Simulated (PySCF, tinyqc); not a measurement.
CIS and TDHF on RHF in the sto-3g basis, frozen core, for LiH, spin multiplicity 1, step by step. The lowest restricted solution is unstable here: a spin-polarised one lies 0.0026 hartree lower (PySCF). One step of it, computed by the program tinyqc.

Question. CIS matrix, singlets. A(ia,jb) = (e_a - e_i) d_ij d_ab + 2 (ia|jb) - (ij|ab).

orbital energies (hartree): MO1 -2.366199, MO2 -0.237312, MO3 0.070990, MO4 0.160618, MO5 0.160618, MO6 0.393419

Two-electron integrals over orbitals (pq|rs), unique and non-zero (hartree); the lowest 1 orbital is frozen and left out:
```
p,q,r,s,(pq|rs)
2,2,2,2,0.450605
3,2,2,2,-0.059780
3,2,3,2,0.021690
3,3,2,2,0.213043
3,3,3,2,0.014619
3,3,3,3,0.328304
4,2,4,2,0.021195
4,3,4,2,0.020344
4,3,4,3,0.041380
4,4,2,2,0.244740
4,4,3,2,0.013785
4,4,3,3,0.279559
4,4,4,4,0.312946
5,2,5,2,0.021195
5,3,5,2,0.020344
5,3,5,3,0.041380
5,4,5,4,0.016869
5,5,2,2,0.244740
5,5,3,2,0.013785
5,5,3,3,0.279559
5,5,4,4,0.279207
5,5,5,5,0.312946
6,2,2,2,0.107871
6,2,3,2,-0.044698
6,2,3,3,-0.018539
6,2,4,4,-0.037124
6,2,5,5,-0.037124
6,2,6,2,0.130722
6,3,2,2,-0.058113
6,3,3,2,0.017706
6,3,3,3,0.036715
6,3,4,4,0.008155
6,3,5,5,0.008155
6,3,6,2,-0.039512
6,3,6,3,0.031404
6,4,4,2,-0.018412
6,4,4,3,-0.011911
6,4,6,4,0.019201
6,5,5,2,-0.018412
6,5,5,3,-0.011911
6,5,6,5,0.019201
6,6,2,2,0.422304
6,6,3,2,-0.049308
6,6,3,3,0.238703
6,6,4,4,0.258285
6,6,5,5,0.258285
6,6,6,2,0.097780
6,6,6,3,-0.046585
6,6,6,6,0.417988
```

Give: CIS matrix A, singlet.

Answer.

CIS matrix A, singlet (hartree):
```
,2>3,2>4,2>5,2>6
2>3,0.139,0.000,0.000,-0.031
2>4,0.000,0.196,0.000,0.000
2>5,0.000,0.000,0.196,0.000
2>6,-0.031,0.000,0.000,0.470
```
